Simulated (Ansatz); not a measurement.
# BH₄ (doublet): r2SCANh, wB97M-V, B2PLYP, RPA-PBE over a scan of the distance B1–H5, cc-pVDZ

How well do these functionals follow the top wave-function level for BH₄ (doublet) over a scan of the distance B1–H5?

Program: Ansatz 0.2.0, Gaussian basis. Level of theory: cc-pVDZ, all electrons in the functionals, frozen cores in the correlation of double hybrids and RPA. These are calculated values, not measurements.

To be run: r2SCANh, wB97M-V, B2PLYP, RPA-PBE, at 1.081 Å; 1.220 Å; 1.349 Å; 1.692 Å; 2.286 Å; 3.318 Å.

6 further runs of the same task are left out: 6 for a known fault of the program.

### Step 1. What is computed

The geometry derives from a PBE0/def2-TZVP stationary point (not a proven minimum). One bond is set to the value named and the two fragments are kept rigid.

5 atoms, charge 0, spin multiplicity 2.

Atoms are counted from 1 here; the program's logs count them from 0.

Bond lengths: B1–H2 1.220 Å, B1–H3 1.220 Å, B1–H4 1.220 Å, B1–H5 1.220 Å. Angles: H2–B1–H3 96.8°, H2–B1–H4 96.8°, H2–B1–H5 139.9°, H3–B1–H4 139.9°, H3–B1–H5 96.8°, H4–B1–H5 96.8°.

No dispersion term is added; wB97M-V holds VV10 nonlocal correlation.

The geometry shown and the zero of energy belong to the point 1.220 Å. The yardstick, FCI, and other wave-function levels (R restricted, U unrestricted, valence and pair active spaces) come from earlier runs.

### Step 2. r2SCANh, 1.081 Å

in.yaml

```yaml
crystal:
  periodic: [false, false, false]
  atoms:
    - {symbol: B, position_ang: [0.003276, -0.006308, -0.006248]}
    - {symbol: H, position_ang: [0.417961, 0.806187, 0.804405]}
    - {symbol: H, position_ang: [-0.421051, -0.814002, 0.804213]}
    - {symbol: H, position_ang: [-0.409536, 0.802338, -0.821691]}
    - {symbol: H, position_ang: [0.377488, -0.726865, -0.719916]}
basis:
  gaussian: {orbitals: cc-pVDZ}
magnetization: {spin_polarized: true, initial_magnetization: 1}
hamiltonian: {xc: {name: r2SCANh}}
```

Run with:

```console
$ ansatz run in.yaml --threads 1 --pin off --events-out ev --progress --plain --max-ram 3840MiB --backend cpu
```

Further steps of the session: r2SCANh, 1.220 Å; r2SCANh, 1.349 Å; r2SCANh, 1.692 Å; r2SCANh, 2.286 Å; r2SCANh, 3.318 Å; wB97M-V, 1.081 Å; wB97M-V, 1.220 Å; wB97M-V, 1.349 Å; wB97M-V, 1.692 Å; wB97M-V, 2.286 Å; wB97M-V, 3.318 Å; B2PLYP, 1.081 Å; B2PLYP, 1.220 Å; B2PLYP, 1.349 Å; B2PLYP, 1.692 Å; B2PLYP, 2.286 Å; B2PLYP, 3.318 Å; RPA-PBE, 1.081 Å; RPA-PBE, 1.220 Å; RPA-PBE, 1.349 Å; RPA-PBE, 1.692 Å; RPA-PBE, 2.286 Å; RPA-PBE, 3.318 Å.

Q: Predict the results of all the runs planned. Wanted: span of the FCI curve; largest miss, r2SCANh; largest miss, wB97M-V; largest miss, B2PLYP; largest miss, RPA-PBE.

As calculated:

| quantity | value |
| --- | --- |
| span of the FCI curve | 1.517 eV |
| largest miss, r2SCANh | +0.561 eV (3.318 Å) |
| largest miss, wB97M-V | +0.310 eV (3.318 Å) |
| largest miss, B2PLYP | +0.207 eV (3.318 Å) |
| largest miss, RPA-PBE | +0.147 eV (2.286 Å) |

Of the functionals, RPA-PBE keep the smallest largest miss at the points compared (at most 0.147 eV) and r2SCANh strays most (0.561 eV, at 3.318 Å). Functionals and the yardstick converge differently with the basis, so part of each miss in cc-pVDZ is the basis.
